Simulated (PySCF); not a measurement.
# C5H13N: the cost of one run

Computed with PySCF 2.14.0, with density-fitted response routines of our own, on a single molecule in the gas phase. Atoms count from 0, in the outputs and in this text.

### 1 The molecule as given

19 atoms, charge 0, multiplicity 1; geometry from: MMFF94s. The atoms were then displaced at random by about 0.03 Å, so the start is not that level's minimum.

Bonds of the start (Å): C0–C1 1.50, C1–C2 1.51, C1–N3 1.37, N3–C4 1.53, N3–C5 1.50, C0–H6 1.07, C0–H7 1.18, C0–H8 1.20, C1–H9 1.12, C2–H10 1.06, C2–H11 1.06, C2–H12 1.07, C4–H13 1.10, C4–H14 1.09, C4–H15 1.17, C5–H16 1.11, C5–H17 1.11, C5–H18 1.10.

### 2 Geometry optimisation at PBE0-D3(BJ)/def2-SVP

What the job is given:

```
{"job": {"xc": "PBE0", "basis": "def2-SVP", "d3": "d3bj", "grid": 1, "shake": 0.03, "kind": "geom"}, "charge": 0, "multiplicity": 1}
C      0.940170     0.944210     0.992780
C      0.618710    -0.370850     0.346540
C      1.699740    -0.694770    -0.663220
N     -0.584910    -0.535680    -0.292660
C     -1.765850    -0.680590     0.674610
C     -1.040010     0.483980    -1.286830
H      1.873290     1.029520     1.499090
H      0.947790     1.832050     0.212360
H      0.106490     1.284970     1.778300
H      0.717300    -1.109340     1.185750
H      1.814310     0.046890    -1.410250
H      1.620700    -1.667620    -1.075920
H      2.641000    -0.688430    -0.148610
H     -1.590610    -1.451570     1.444580
H     -2.712400    -0.966070     0.217210
H     -1.923780     0.310850     1.284270
H     -0.263000     0.570770    -2.070470
H     -1.193650     1.481170    -0.823360
H     -1.968050     0.173960    -1.779550
```

Command:

```bash
$ OMP_NUM_THREADS=1 python probes_run.py task.json out
```

This one command runs all jobs of the session in turn.

**Question.** How long does this first job take on 1 thread of Arm Neoverse V1, shared host, and how much memory does it need?

About 78 s, with a peak of 0.59 GiB.
